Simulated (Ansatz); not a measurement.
# Relaxing Rh2O

These are results of DFT PBE, scalar-relativistic, plane waves, PAW (Ansatz 0.2.0), not measurements. Cutoff 420 eV, Γ-centred k mesh, Gaussian smearing, no spin polarisation in the final step.

Rh2O was placed on the 2H molybdenite structure type (P6_3/mmc, No. 194), with O in place of Mo, Rh in place of S, at a guessed volume.

```
Rh O
1.0
     2.64591    0.00000    0.00000
    -1.32295    2.29142    0.00000
     0.00000    0.00000   10.29149
Rh O
4 2
Direct
  0.33333 0.66667 0.62750
  0.66667 0.33333 0.12750
  0.33333 0.66667 0.87250
  0.66667 0.33333 0.37250
  0.33333 0.66667 0.25000
  0.66667 0.33333 0.75000
```

Cell and atoms relax at zero pressure; the relaxation can't lower the symmetry of the start. After a coarse first stage the cell is made exact in the group found at 0.06 Å.

Energies over the elements count from the elements' standard structures at the same level (O₂ as a molecule), with no empirical corrections.

(1) Describe the relaxed structure.

(2) What are its volume, energy, density and gap?

## Answers

(1) It keeps P6_3/mmc (No. 194). The result has the 2H molybdenite structure. Conventional cell: a = 2.756 Å, c = 10.832 Å. Around Rh lie 3 O at 2.28 Å; around O lie 6 Rh at 2.28 Å and 6 O at 2.76 Å.

```xyz
6
Lattice="2.7561 0.0000 0.0000 -1.3780 2.3868 0.0000 0.0000 0.0000 10.8323" Properties=species:S:1:pos:R:3 pbc="T T T"
Rh    0.0000    1.5912    6.4980
Rh    1.3780    0.7956    1.0819
Rh    0.0000    1.5912    9.7504
Rh    1.3780    0.7956    4.3342
O     0.0000    1.5912    2.7081
O     1.3780    0.7956    8.1242
```

(2) The volume per atom is 11.88 Å³, the density is 10.34 g/cm³ and the energy over the elements is 0.13 eV/atom. The gap on the 18×18×4 mesh is 0 eV (a metal).

The final run used a 18×18×4 mesh on its 6-atom cell and 0.10 eV smearing. The k mesh leaves about 4 meV/atom of noise in metals. A structure relaxed within its symmetry needn't be a true minimum.

Cost: 3 runs of about 2.4 core-minutes in all, on Arm Neoverse V1 (shared hosts).